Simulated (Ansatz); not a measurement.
Ansatz (a quantum-chemistry and plane-wave program) input:

Ansatz 0.2 input:
```yaml
crystal:
  periodic: [false, false, false]
  atoms:
    - {symbol: N, position_ang: [-0.00000000, -0.00000000, -1.19434265]}
    - {symbol: N, position_ang: [-0.00000000, -0.00000000, -0.07337328]}
    - {symbol: O, position_ang: [0.00000000, 0.00000000, 1.10925144]}
basis:
  gaussian:
    orbitals: aug-cc-pVDZ
magnetization: {spin_polarized: true, initial_magnetization: 2}
correlation: {method: ccsd_t, electrons: outside_noble_gas}
```

**Question.** What final total energy does it print?

**Answer.** -184.03832 Eh (CCSD(T)/aug-cc-pVDZ). The basis has 69 functions.

This state (charge 0, triplet) is run at the relaxed geometry of the species with charge 0 and multiplicity 1, and is a spin state other than that species' own.
